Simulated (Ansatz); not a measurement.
C₄H₄OS, SMILES `O=C1CC=CS1` at its PBE0-D4/def2-TZVP geometry, where that method's forces vanish. The species carries charge 0 and has multiplicity 1.

```xyz
10

O     2.5416    0.2848    0.1743
C     1.3754    0.2279   -0.0759
C     0.2826   -0.3192    0.8251
C    -1.0203   -0.1987    0.1252
C    -0.9525    0.3392   -1.0890
S     0.6509    0.7962   -1.6184
H     0.3166    0.2384    1.7677
H     0.5411   -1.3546    1.0738
H    -1.9495   -0.5256    0.5738
H    -1.7858    0.5115   -1.7566
```

Q: What forces (eV/Å) does PBE-D4/def2-TZVPP give on these atoms in Ansatz 0.2.0? (Best estimate.)

A: Computed: 
```
O1   1.252  0.058  0.274
C2  -0.694 -0.084 -0.035
C3  -0.139 -0.008 -0.026
C4  -0.060 -0.212  0.467
C5  -0.041  0.178 -0.426
S6   0.000  0.207 -0.474
H7   0.006  0.094  0.204
H8   0.052 -0.206  0.072
H9  -0.203 -0.070  0.097
H10 -0.174  0.043 -0.153
```
